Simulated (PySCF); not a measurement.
**How far each method lies from full CI for SiO, singlet**

Geometry: MP2(full)/6-31G*, from the G2/97 set.

```csv
atom,x (Å),y (Å),z (Å)
Si,0.0000,0.0000,0.0000
O,0.0000,0.0000,1.5423
```

Basis 6-31G; PySCF 2.14.0. Only valence electrons are correlated (noble-gas cores frozen), which leaves 10 electrons in 16 orbitals. R marks a restricted (for open shells ROHF) determinant.

Full CI is exact within this basis and frozen core; it isn't the basis-set limit.

* T1 diagnostic (ROHF- or RHF-based CCSD): 0.0347
* largest doubles amplitude (ROHF- or RHF-based CCSD): 0.087

| level | E − E(RHF) (eV) |
| --- | --- |
| RMP2 | -5.5533 |
| RCCSD | -5.2860 |
| RCCSD(T) | -5.5620 |

(1) Estimate how far full CI in 6-31G lies from RCCSD(T). The table doesn't fix it; the size of (T) and the diagnostics are the guide.

(1) Full CI in 6-31G lies 0.92 kcal/mol below RCCSD(T), which is 15 % of the (T) step (-6.37 kcal/mol). T1 is raised, but (T) still catches most of what CCSD lacks.

The other levels:

```tsv
level	E − E(full CI) (kcal/mol)	share of correlation (%)	wall time
RCCSDT	0.71	99.45	–
RCCSDT(Q)	-0.19	100.15	1.8 s
```

The correlation energy at full CI, counted from RHF, is -5.602 eV. Full CI, over all symmetries tried, took 2.1 min on 1 thread of Arm Neoverse V1, shared host; the state has 4,777,056 determinants.

Times are those of the correlated step on a shared host, with one SCF added for the restricted CCSD run; they ran on 1 thread of Arm Neoverse V1.

Not variational, and here over 5 meV under the exact energy: RCCSDT(Q).

The full-CI state has the irrep A1 of C2v, in the program's axes (one component, if the state is degenerate).

Natural occupations of full CI about the gap: 1.988 1.967 1.944 1.924 1.924 0.084 0.084 0.037 0.014 0.009; effectively unpaired electrons, Σ n²(2−n)², 0.12.

Atomization energy (electronic, same basis, no zero-point term; atoms at the same level, unrestricted beside the R rows where the molecule is a closed shell; the atoms' step beyond CCSDT comes from their full CI) at full CI: 572.8 kJ/mol. Errors of other levels:

```csv
level,error (kJ/mol)
RHF,-325.5
RMP2,41.5
RCCSD,-28.9
RCCSD(T),-3.5
RCCSDT,-2.9
RCCSDT(Q),0.8
```

This basis is far from its limit, so the value isn't to be set against a measured one.
